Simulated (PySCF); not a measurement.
## Vertical excitation energies

2-propanamine, C3H9N.
Z-matrix (Å and degrees, PBE0-D3(BJ)/def2-TZVP geometry), rows numbered from 1:
```
C 
C   1  1.5173
C   2  1.5172  1  111.37
N   2  1.4578  1  108.90  3  -120.06
H   1  1.0929  2  110.08  3    60.96
H   1  1.0922  2  110.94  3   -59.50
H   1  1.0938  2  111.14  3  -179.41
H   2  1.1037  1  107.75  3   118.03
H   3  1.0922  2  110.96  1    60.20
H   3  1.0938  2  111.16  1  -179.84
H   3  1.0929  2  110.08  1   -60.24
H   4  1.0130  2  110.58  1  -178.80
H   4  1.0129  2  110.62  1   -60.35
```

The calculation used PySCF 2.14.0, density-fitted response routines, TDDFT CAM-B3LYP/aug-cc-pVTZ, vertical, gas phase, core orbitals frozen in the response. Geometry: PBE0-D3(BJ)/def2-TZVP, one conformer, isolated molecule.

Problem. What does the calculation give for the low-lying excited states?

Solution. 

```json
{"state": "S1", "E (eV)": "5.73", "λ (nm)": "216.2", "f": "0.013", "symmetry": "A′", "main configurations (H = HOMO, L = LUMO)": "H→L (77%), H→L+1 (9%)"}
{"state": "S2", "E (eV)": "6.71", "λ (nm)": "184.9", "f": "0.0003", "symmetry": "–", "main configurations (H = HOMO, L = LUMO)": "H→L+2 (72%), H→L+4 (15%)"}
{"state": "S3", "E (eV)": "6.77", "λ (nm)": "183.1", "f": "0.064", "symmetry": "A′", "main configurations (H = HOMO, L = LUMO)": "H→L+3 (58%), H→L+1 (18%)"}
{"state": "S4", "E (eV)": "6.95", "λ (nm)": "178.3", "f": "0.015", "symmetry": "A′", "main configurations (H = HOMO, L = LUMO)": "H→L+1 (54%), H→L+3 (28%)"}
{"state": "S5", "E (eV)": "7.55", "λ (nm)": "164.3", "f": "0.015", "symmetry": "A″", "main configurations (H = HOMO, L = LUMO)": "H→L+4 (66%), H→L+2 (20%)"}
{"state": "S6", "E (eV)": "7.63", "λ (nm)": "162.6", "f": "0.0019", "symmetry": "–", "main configurations (H = HOMO, L = LUMO)": "H→L+5 (76%), H→L+1 (9%)"}
{"state": "S7", "E (eV)": "7.70", "λ (nm)": "161.1", "f": "0.0052", "symmetry": "A′", "main configurations (H = HOMO, L = LUMO)": "H→L+6 (84%)"}
{"state": "S8", "E (eV)": "7.86", "λ (nm)": "157.8", "f": "0.0062", "symmetry": "A″", "main configurations (H = HOMO, L = LUMO)": "H→L+7 (86%)"}
{"state": "S9", "E (eV)": "8.09", "λ (nm)": "153.3", "f": "0.0031", "symmetry": "A′", "main configurations (H = HOMO, L = LUMO)": "H→L+9 (64%), H→L+10 (14%)"}
{"state": "S10", "E (eV)": "8.28", "λ (nm)": "149.8", "f": "0.0056", "symmetry": "A′", "main configurations (H = HOMO, L = LUMO)": "H→L+10 (66%), H→L+9 (20%)"}
```

Triplets (Tamm–Dancoff): T1 5.55 eV, H→L (72%), H→L+1 (9%); T2 6.63 eV, H→L+2 (65%), H→L+4 (17%); T3 6.67 eV, H→L+3 (62%), H→L+1 (9%); T4 6.84 eV, H→L+1 (56%), H→L+3 (16%), H→L (9%).

The lowest singlet lies at 5.73 eV (216 nm, ultraviolet) and is weak; its leading configuration is HOMO→LUMO (77%). The most intense listed level is S3 at 6.77 eV (183 nm, f = 0.064), 1.04 eV above S1. Löwdin shares by element: HOMO nitrogen 55%, carbon 16% or more, hydrogen 15% or more; LUMO hydrogen 59% or more (atoms not listed hold the other 41%). Of the 10 states listed, 4 reach f = 0.01 and 1 stays under 0.0005. The listed states span 2.54 eV, and the widest gap between neighbours is 0.97 eV (S1 to S2). The oscillator strengths of these states sum to 0.128; summed over the whole spectrum of an exact calculation they would give the number of electrons, 34 (Thomas–Reiche–Kuhn). Symmetry labels in Cs follow from the direction of the transition dipole and are given only for states with f of 0.002 or more. The window holds the lowest 10 singlets.

Hardware: Intel Xeon at 2.50 GHz, 2 threads, shared host. Cost: 1.8 min wall, 3.6 min CPU, 1.9 GiB resident at most.

Without π bonds the low states are Rydberg-like; a valence basis with one diffuse set may place them up to an eV too high.
